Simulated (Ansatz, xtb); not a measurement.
# Relaxing a trial structure of C3H4−

The starting geometry of this gas-phase doublet has its atoms placed at random.

```yaml
atoms:
  - { symbol: C, position_ang: [-0.4229, -1.0297, 0.8477] }
  - { symbol: C, position_ang: [0.9798, 0.5022, -0.8507] }
  - { symbol: C, position_ang: [0.8373, -0.1899, 1.3883] }
  - { symbol: H, position_ang: [1.7075, -0.6898, 0.6957] }
  - { symbol: H, position_ang: [-0.5241, 0.0509, -0.0881] }
  - { symbol: H, position_ang: [1.6878, 0.9430, -0.4657] }
  - { symbol: H, position_ang: [0.5057, -0.5497, -0.0496] }
```

**Question.** One run relaxed it with r2SCAN-D4/def2-SVPD. What is a likely outcome?

**Answer.** It loosens into C2H + CH3, which stay close as a complex (formulas without charges). Distances that change by over a tenth: C1–C3 (1.61 → 1.25 Å), C1–H7 (1.38 → 4.30 Å), C2–H6 (0.92 → 1.09 Å). Contacts that open: C3–H4 (1.22 → 2.46 Å). Contacts that close: C1–H5 (1.43 → 1.08 Å), C2–H4 (2.08 → 1.10 Å), C2–H7 (1.40 → 1.09 Å).

The energy falls by 9.67 eV over 44 steps:

```tsv
step	E − E(last) (eV)
1	9.671
6	2.417
11	1.736
15	1.598
20	1.159
25	0.222
30	0.007
34	0.006
39	0.001
44	0.000
```

Final geometry (Å):

```yaml
atoms:
  - { symbol: C, position_ang: [-0.8234, -0.8880, 1.6302] }
  - { symbol: C, position_ang: [1.7696, 0.4219, -0.8647] }
  - { symbol: C, position_ang: [0.3281, -0.8797, 2.1194] }
  - { symbol: H, position_ang: [1.3088, 0.0166, 0.0466] }
  - { symbol: H, position_ang: [-1.8153, -0.8932, 1.2070] }
  - { symbol: H, position_ang: [2.4446, 1.2790, -0.8199] }
  - { symbol: H, position_ang: [1.5587, -0.0197, -1.8408] }
```

From the same start GFN2-xTB ends elsewhere, at `[H]/[C]=C\[CH2-]`.

From so rough a start the end depends on the optimiser's path, so another program may land elsewhere. No frequencies were run, so the end isn't proven a minimum. Open shells are spin-unrestricted. Run with Ansatz 0.2.0, 2.3 min on 2 threads of Arm Neoverse V2, on a shared host.
